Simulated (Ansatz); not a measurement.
in.yaml

```yaml
crystal:
  periodic: [false, false, false]
  atoms:
    - {symbol: Cl, position_ang: [0.000000, 0.000000, -1.653000]}
    - {symbol: H, position_ang: [0.000000, 0.000000, -0.265000]}
    - {symbol: Br, position_ang: [0.000000, 0.000000, 1.918000]}
basis:
  gaussian: {orbitals: cc-pVTZ}
magnetization: {spin_polarized: false, initial_magnetization: 1}
correlation: {method: ccsdt_q, electrons: outside_noble_gas}
```

```sh
$ ansatz run in.yaml --threads 2 --pin off --events-out ev --progress --plain --max-ram 16896MiB --backend cuda --devices 0, --max-vram 18GiB
```

The program prints:

```
997 factors; integrals over basis functions are off by at most 2.5e-7 eV
mean field evaluation 1: about -82518.6911 eV, gradient 1.3e1 eV
mean field evaluation 2: about -82518.6934 eV, gradient 1.3e1 eV
mean field evaluation 4: about -82519.4223 eV, gradient 1.4e0 eV
mean field evaluation 8: about -82519.4397 eV, gradient 3.2e-3 eV
mean field evaluation 16: about -82519.4200 eV, gradient 1.4e0 eV
mean field evaluation 32: about -82519.2818 eV, gradient 2.0e-2 eV
mean field evaluation 64: about -82519.3469 eV, gradient 1.9e0 eV
mean field evaluation 96: about -82516.1487 eV, gradient 8.2e0 eV
mean field evaluation 128: about -82519.2818 eV, gradient 1.9e-2 eV
mean field evaluation 160: about -82519.4359 eV, gradient 5.6e-1 eV
...
mean field -82519.43970723 eV, -3032.5334755557 hartree, gradient 1.9e-6 eV, S^2 0.750000; 12 other end points of the search recorded, 0 dependent functions left out
...
determinant -82519.43970723 eV, -3032.5334755557 hartree, with singles and doubles -82529.94934456 eV, -3032.9196976037 hartree
determinant -82519.28180773 eV, -3032.5276728560 hartree, with singles and doubles -82529.83129117 eV, -3032.9153592218 hartree
determinant -82516.25840178 eV, -3032.4165647364 hartree, with singles and doubles -82527.54418989 eV, -3032.8313097999 hartree
determinant -82519.43970723 eV, -3032.5334755557 hartree, with singles and doubles -82529.94937944 eV, -3032.9196988854 hartree
determinant -82519.28180773 eV, -3032.5276728560 hartree, with singles and doubles -82529.83145650 eV, -3032.9153652974 hartree
19 core orbitals not correlated: weight in the atoms' cores, before any rotation towards them, 1.000 or more for the frozen orbitals, at most 0.000 for the correlated occupied ones
reference -82519.43970723 eV, -3032.5334755557 hartree; 8, 7 occupied and 64, 65 virtual orbitals, 997 factors
second order -9.41448410 eV of doubles, -0.08485587 eV of singles
...
cycle   9  -10.90241413 eV  change   -4.0e-4 eV  update   2.3e-4
cycle  10  -10.90226494 eV  change    1.5e-4 eV  update   9.9e-5
cycle  11  -10.90205877 eV  change    2.1e-4 eV  update   4.9e-5
cycle  12  -10.90214506 eV  change   -8.6e-5 eV  update   2.5e-5
cycle  13  -10.90216594 eV  change   -2.1e-5 eV  update   1.2e-5
cycle  14  -10.90219281 eV  change   -2.7e-5 eV  update   6.3e-6
cycle  15  -10.90219620 eV  change   -3.4e-6 eV  update   2.6e-6
cycle  16  -10.90219109 eV  change    5.1e-6 eV  update   1.2e-6
cycle  17  -10.90218885 eV  change    2.2e-6 eV  update   6.0e-7
cycle  18  -10.90218930 eV  change   -4.5e-7 eV  update   2.8e-7
perturbative correction -0.01371142 eV, -0.0005038854 hartree
Total energy: -82530.35560796 eV, -3032.9346275081 hartree
```

Ran on 2 threads of AMD EPYC 7R13 with a shared H100 80 GB, shared host: 48 s wall, 1.6 GiB peak host memory.
